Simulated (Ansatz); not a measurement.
A nudged elastic band was laid between two geometries of CH6AlCl (9 atoms, charge 0, multiplicity 1).

All numbers below come from RKS PBE-D4/6-31G* in Ansatz 0.2.0.

```json
{
  "movable images": "5",
  "climbing image": "yes",
  "spring": "5.0 eV/Å²",
  "optimiser": "quadratic models (default)",
  "start path": "through a guess of the saddle point",
  "force threshold": "0.03 eV/Å",
  "iteration limit": "60",
  "end points": "relaxed"
}
```

First end point:

```xyz
9
Properties=species:S:1:pos:R:3
Al -0.001 0.005 0.251
C 0.037 0.294 2.212
H -0.905 -0.006 2.708
H 0.875 -0.230 2.706
H 0.172 1.369 2.441
H 1.380 -0.101 -0.569
H -1.370 0.233 -0.563
Cl -0.321 -2.671 0.580
H -0.368 -2.580 1.877
```

Last end point:

```xyz
9
Properties=species:S:1:pos:R:3
Al -0.081 -0.625 -0.244
C -0.023 -0.094 2.569
H -0.934 0.164 3.127
H 0.845 -0.167 3.240
H 0.177 0.707 1.834
H 1.394 -0.045 -0.405
H -1.431 0.213 -0.360
Cl -0.274 -2.752 -0.225
H -0.175 -1.089 2.108
```

What changes between the two ends?

Bonds broken: Al1–C2, Cl8–H9. Bonds formed: Al1–Cl8, C2–H9. CH6AlCl becomes AlClH2 + CH4.

Give the energies along the band, and the barrier.

It converged. The highest image is number 2 of 0 to 6, 0.103 eV above the first end and 1.899 eV above the last; the last end lies 1.796 eV below the first. A vibrational analysis at the climbing image gives one clearly imaginary mode, 265i cm⁻¹: a first-order saddle point. The orbitals stay closed-shell, which can raise the energy where a bond breaks towards radicals; this wasn't checked here.

| image | path coordinate (Å) | energy (eV) | Al1–C2 (Å) | Cl8–H9 (Å) | Al1–Cl8 (Å) |
| --- | --- | --- | --- | --- | --- |
| 0 | 0.00 | 0.000 | 1.98 | 1.30 | 2.72 |
| 1 | 0.53 | 0.044 | 1.99 | 1.31 | 2.69 |
| 2 | 1.06 | 0.103 | 2.03 | 1.37 | 2.60 |
| 3 | 1.55 | -0.227 | 2.15 | 1.69 | 2.39 |
| 4 | 2.05 | -1.335 | 2.41 | 2.09 | 2.22 |
| 5 | 2.54 | -1.736 | 2.68 | 2.48 | 2.15 |
| 6 | 3.03 | -1.796 | 2.86 | 2.87 | 2.14 |

What is the geometry of the highest image?


```xyz
9
Properties=species:S:1:pos:R:3
Al -0.025 -0.145 0.219
C -0.006 0.058 2.236
H -0.952 -0.102 2.784
H 0.826 -0.371 2.823
H 0.166 1.155 2.279
H 1.402 -0.105 -0.504
H -1.402 0.229 -0.505
Cl -0.318 -2.688 0.677
H -0.194 -1.720 1.635
```

What are the harmonic wavenumbers there?

265i, 97, 194, 310, 334, 379, 444, 535, 621, 728, 760, 786, 1252, 1442, 1445, 1880, 1897, 2093, 2941, 3019, 3067 cm⁻¹.

Time of the run: 79 s on 1 thread of Arm Neoverse V2, with other jobs on the host, peak memory 0.12 GiB.
